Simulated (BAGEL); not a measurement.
# C2H4F2O (SMILES FCOCF) at HF/3-21G (density fitting with qzvpp-jkfit)

Aim: the vertical singlet–triplet gap of C2H4F2O at HF/3-21G (density fitting with qzvpp-jkfit), from 2 runs. 

The calculation is run with BAGEL 1.2.2.

1 further run of the same task is left out (it didn't finish).

**1. Starting point**

The species is C2H4F2O (9 atoms), meant as a singlet with charge 0. As SMILES, `FCOCF`. The coordinates come from a PBE0-D4/def2-TZVP relaxation. This is one conformer, not always the lowest.

Bond lengths: F1–C2 1.375 Å, C2–O3 1.381 Å, O3–C4 1.381 Å, C4–F5 1.375 Å, C2–H6 1.094 Å, C2–H7 1.090 Å, C4–H8 1.094 Å, C4–H9 1.090 Å. Some angles: F1–C2–O3 110.4°, C2–O3–C4 114.8°, O3–C4–F5 110.4°, F1–C2–H6 107.3°, F1–C2–H7 108.3°, O3–C2–H6 111.9°, O3–C2–H7 107.0°, O3–C4–H8 111.9°, O3–C4–H9 107.0°, F5–C4–H8 107.3°.

**2. A single-point energy at HF/3-21G (density fitting with qzvpp-jkfit)**

The input, hf.json:

```json
{ "bagel": [

{
  "title": "molecule",
  "basis": "3-21g",
  "df_basis": "qzvpp-jkfit",
  "angstrom": "true",
  "geometry": [
    { "atom": "F", "xyz": [       1.150500,      -1.073900,      -1.107000 ] },
    { "atom": "C", "xyz": [       0.920600,       0.217600,      -0.694100 ] },
    { "atom": "O", "xyz": [      -0.432800,       0.435200,      -0.525300 ] },
    { "atom": "C", "xyz": [      -0.977300,      -0.151800,       0.599900 ] },
    { "atom": "F", "xyz": [      -0.601400,       0.536800,       1.729500 ] },
    { "atom": "H", "xyz": [       1.477000,       0.366000,       0.236200 ] },
    { "atom": "H", "xyz": [       1.255700,       0.893500,      -1.480700 ] },
    { "atom": "H", "xyz": [      -0.643100,      -1.186400,       0.722800 ] },
    { "atom": "H", "xyz": [      -2.060700,      -0.083300,       0.501700 ] }
  ]
},

{ "title": "hf" },

{ "title": "print", "file": "orbitals.molden", "orbitals": "true" }

]}
```

The run is started by

```console
$ BAGEL_NUM_THREADS=1 BAGEL hf.json > hf.out
```

The program printed:

```text
* using 1 threads per process

  ===============================================================
  ===============================================================

  *** Geometry ***

  { "atom" : "F", "xyz" : [      2.174130,     -2.029377,     -2.091927 ] },
  { "atom" : "C", "xyz" : [      1.739682,      0.411204,     -1.311659 ] },
  { "atom" : "O", "xyz" : [     -0.817873,      0.822409,     -0.992673 ] },
  { "atom" : "C", "xyz" : [     -1.846829,     -0.286860,      1.133647 ] },
  { "atom" : "F", "xyz" : [     -1.136481,      1.014405,      3.268281 ] },
  { "atom" : "H", "xyz" : [      2.791125,      0.691640,      0.446353 ] },
  { "atom" : "H", "xyz" : [      2.372929,      1.688470,     -2.798117 ] },
  { "atom" : "H", "xyz" : [     -1.215283,     -2.241971,      1.365894 ] },
  { "atom" : "H", "xyz" : [     -3.894159,     -0.157414,      0.948076 ] },

  Number of auxiliary basis functions:      453

  Since a DF basis is specified, we compute 2- and 3-index integrals:
    o Being stored without compression. Storage requirement is 0.010 GB

  Number of basis functions:       53
  Number of electrons      :       42

    * METHOD: MOLECULE                             0.13

  *** RHF ***

  === Nuclear Repulsion ===
   193.0903871384

      * DIIS with orbital gradients will be used.

  === RHF iteration (3-21g) ===
      0       -349.70845769          0.02671963           0.03
      1       -349.82816883          0.01492614           0.03
      2       -349.86644662          0.00158498           0.03
      3       -349.86741346          0.00026060           0.03
      4       -349.86745040          0.00010552           0.03
      5       -349.86745417          0.00002857           0.03
      6       -349.86745452          0.00000509           0.03
      7       -349.86745453          0.00000106           0.03
      8       -349.86745453          0.00000026           0.03
      9       -349.86745453          0.00000008           0.03
     10       -349.86745453          0.00000002           0.03
     11       -349.86745453          0.00000001           0.03
     12       -349.86745453          0.00000000           0.03
    * SCF iteration converged.

    * Permanent dipole moment:
           (   -0.024955,     0.024401,    -0.028855) a.u.

    * METHOD: HF                                   0.47

    * METHOD: PRINT                                0.01

  ===============================================================
```

It took 0.76 s on 1 thread of Arm Neoverse V2, shared host.

**3. The triplet, same level**

The input, input.json:

```json
{ "bagel" : [

{
  "title" : "molecule",
  "basis" : "3-21g",
  "df_basis" : "qzvpp-jkfit",
  "angstrom" : "true",
  "geometry" : [
    { "atom" : "F", "xyz" : [       1.150500,      -1.073900,      -1.107000 ] },
    { "atom" : "C", "xyz" : [       0.920600,       0.217600,      -0.694100 ] },
    { "atom" : "O", "xyz" : [      -0.432800,       0.435200,      -0.525300 ] },
    { "atom" : "C", "xyz" : [      -0.977300,      -0.151800,       0.599900 ] },
    { "atom" : "F", "xyz" : [      -0.601400,       0.536800,       1.729500 ] },
    { "atom" : "H", "xyz" : [       1.477000,       0.366000,       0.236200 ] },
    { "atom" : "H", "xyz" : [       1.255700,       0.893500,      -1.480700 ] },
    { "atom" : "H", "xyz" : [      -0.643100,      -1.186400,       0.722800 ] },
    { "atom" : "H", "xyz" : [      -2.060700,      -0.083300,       0.501700 ] }
  ]
},

{
  "title" : "uhf",
  "nopen" : 2
},

{
  "title" : "print",
  "file" : "orbitals.molden",
  "orbitals" : "true"
}

]}
```

The run is started by

```console
$ BAGEL_NUM_THREADS=1 BAGEL input.json > input.out
```

The program printed:

```text
* using 1 threads per process

  ===============================================================
  ===============================================================

  *** Geometry ***

  { "atom" : "F", "xyz" : [      2.174130,     -2.029377,     -2.091927 ] },
  { "atom" : "C", "xyz" : [      1.739682,      0.411204,     -1.311659 ] },
  { "atom" : "O", "xyz" : [     -0.817873,      0.822409,     -0.992673 ] },
  { "atom" : "C", "xyz" : [     -1.846829,     -0.286860,      1.133647 ] },
  { "atom" : "F", "xyz" : [     -1.136481,      1.014405,      3.268281 ] },
  { "atom" : "H", "xyz" : [      2.791125,      0.691640,      0.446353 ] },
  { "atom" : "H", "xyz" : [      2.372929,      1.688470,     -2.798117 ] },
  { "atom" : "H", "xyz" : [     -1.215283,     -2.241971,      1.365894 ] },
  { "atom" : "H", "xyz" : [     -3.894159,     -0.157414,      0.948076 ] },

  Number of auxiliary basis functions:      453

  Since a DF basis is specified, we compute 2- and 3-index integrals:
    o Being stored without compression. Storage requirement is 0.010 GB

  Number of basis functions:       53
  Number of electrons      :       42

    * METHOD: MOLECULE                             0.13

  *** Open-shell HF ***

  === Nuclear Repulsion ===
   193.0903871384

      * DIIS with orbital gradients will be used.

  === UHF iteration (3-21g) ===
      0       -349.22308270          0.04944325           0.06
      1       -349.33771212          0.03282048           0.06
      2       -349.37618531          0.02034796           0.06
      3       -349.39954337          0.00303133           0.06
      4       -349.40601092          0.00331575           0.06
      5       -349.41006429          0.00278374           0.06
      6       -349.42140355          0.00230270           0.06
      7       -349.42123486          0.00141790           0.06
      8       -349.42220349          0.00086879           0.06
      9       -349.42244582          0.00020079           0.06
[... 66 lines of this table left out ...]
     76       -349.42318604          0.00000002           0.06
     77       -349.42318604          0.00000001           0.06
     78       -349.42318604          0.00000001           0.06
     79       -349.42318604          0.00000001           0.06
    * SCF iteration converged.

    * S^2 (UHF) is 2.0125

    * Permanent dipole moment:
           (    0.391082,    -0.390177,     0.464250) a.u.

    * METHOD: UHF                                  4.88

    * METHOD: PRINT                                0.01

  ===============================================================
```

Run time: 5.4 s. Hardware: 1 thread of Arm Neoverse V2, shared host.

**4. What came out**

Level: HF/3-21G (density fitting with qzvpp-jkfit).

```
                                        quantity          value
                           singlet: total energy  -349.86745 Eh
                          singlet: dipole moment         0.12 D
                            singlet: HOMO energy      -13.34 eV
                            singlet: LUMO energy        7.11 eV
                          singlet: HOMO–LUMO gap       20.45 eV
                           triplet: total energy  -349.42319 Eh
                          triplet: dipole moment         1.83 D
                                   triplet: ⟨S²⟩          2.013
vertical energy of the triplet above the singlet      12.089 eV
```

In words: At this shape the triplet lies 12.09 eV (1166 kJ/mol) above the singlet.
